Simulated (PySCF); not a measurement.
Aluminium: a sound run and one with changed settings

Sound run: Al [Ne] 3s2 3p1, Al⁺ [Ne] 3s2. Computed with PySCF 2.14 in cc-pVTZ-DK (5s4p2d1f, 34 functions), with scalar relativity by spin-free X2C-1e. In the sound run the correlated levels freeze [Ne]. The sound run starts from symmetry-adapted Hartree-Fock orbitals and uses a fine grid where one is needed.

Changed run: the non-relativistic Hamiltonian (point nucleus). This setting is unsound on purpose.

```
species   method  sound run (hartree)  changed run (hartree)  converged
     Al      UHF           -242.31440             -241.78741        yes
     Al    M06-L           -242.78424             -242.25744        yes
     Al   M06-2X           -242.79038             -242.26369        yes
     Al      MP2           -242.35024             -241.82325        yes
     Al  CCSD(T)           -242.36649             -241.83955        yes
    Al⁺      UHF           -242.10908             -241.58170        yes
    Al⁺    M06-L           -242.56971             -242.04247        yes
    Al⁺   M06-2X           -242.57935             -242.05222        yes
    Al⁺      MP2           -242.13677             -241.60941        yes
    Al⁺  CCSD(T)           -242.14850             -241.62120        yes
```

Ionisation energy of Al:

```csv
method,sound run (eV),changed run (eV)
UHF,5.587,5.598
M06-L,5.837,5.849
M06-2X,5.743,5.755
MP2,5.809,5.819
SCS-MP2,5.793,5.803
CCSD,5.901,5.910
CCSD(T),5.932,5.942
```

Most of the change in total energy is the relativistic energy itself. On top of that the contraction fixes the core shape for the Hamiltonian it was made with, so the changed run is not a good calculation with the other Hamiltonian either.

For comparison, NIST gives 5.986 eV between the lowest levels.
